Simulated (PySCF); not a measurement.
# J couplings in formate(1-)

Molfile (atoms numbered from 1):
```
CHO2
     RDKit          3D

  4  3  0  0  0  0  0  0  0  0999 V2000
   -0.9687   -0.7891    0.0151 O   0  0  0  0  0  0  0  0  0  0  0  0
    0.0333   -0.0553   -0.0188 C   0  0  0  0  0  0  0  0  0  0  0  0
    1.2460   -0.3239   -0.0409 O   0  0  0  0  0  0  0  0  0  0  0  0
   -0.2067    1.0874   -0.0316 H   0  0  0  0  0  0  0  0  0  0  0  0
  1  2  2  0
  2  3  1  0
  2  4  1  0
M  CHG  1   3  -1
M  END
```

Method: B3LYP/pcJ-1//PBE0-D3(BJ)/def2-SVP, PySCF 2.14; isolated molecule, single conformer, non-relativistic. Couplings are averaged over pairs made equivalent by symmetry, fast rotation or ring inversion, so a value needn't be that of the named pair in this geometry, while other rotamers aren't included; one pair stands for each set, and the list holds those of at least 1.5 Hz over up to four bonds.

Isotopes: $^{13}$C, $^{1}$H, $^{17}$O. Couplings to quadrupolar nuclei such as 17O and 33S are rarely resolved in practice.

```json
{"pair": "O1, C2", "bonds": "1", "J (Hz)": "?"}
{"pair": "C2, H4", "bonds": "1", "J (Hz)": "148.5"}
{"pair": "O1, O3", "bonds": "2", "J (Hz)": "?"}
{"pair": "O1, H4", "bonds": "2", "J (Hz)": "-18.2"}
```

Q: Estimate the withheld couplings, with signs.

A: 
- $^{1}J$(O1,C2) = 30.1 Hz (bond length 1.242 Å)
- $^{2}J$(O1,O3) = -5.6 Hz (angle at C2 131°)
